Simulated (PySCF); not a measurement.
# H6N2Si: the cost of one run

Programs: PySCF 2.14.0, with density-fitted response routines of our own. Each step states its level of theory. These are calculated values for one molecule in the gas phase, unless marked as measured. Atoms count from 0, in the outputs and in this text.

### Step 1. The starting structure

9 atoms, charge 0, multiplicity 1; geometry from: GFN2-xTB. The atoms were then displaced at random by about 0.03 Å, so the start is not that level's minimum.

Bonds of the start (Å): N0–Si1 1.63, Si1–N2 1.71, N0–H3 1.00, N0–H4 1.08, Si1–H5 1.48, Si1–H6 1.45, N2–H7 1.10, N2–H8 1.03.

### Step 2. Optimising the geometry at PBE0-D3(BJ)/def2-SVP

Job settings and geometry (Å):

```
{"job": {"xc": "PBE0", "basis": "def2-SVP", "d3": "d3bj", "grid": 1, "shake": 0.03, "kind": "geom"}, "charge": 0, "multiplicity": 1}
N     -1.442010     0.103530    -0.138720
Si    -0.017040    -0.381890     0.479060
N      1.277710     0.078890    -0.542580
H     -1.641710    -0.074520    -1.104580
H     -1.802680     1.108290    -0.010430
H      0.014420     0.193310     1.840550
H      0.022610    -1.833190     0.446540
H      2.280130    -0.328690    -0.367240
H      1.468430     1.076820    -0.678640
```

Run with:

```
> OMP_NUM_THREADS=1 python probes_run.py task.json out
```

The driver reads the jobs from task.json and runs them one after another.

Q: Estimate the wall time and peak memory of this first job on 1 thread of Arm Neoverse V1, shared host.

About 27 s, with a peak of 0.31 GiB.
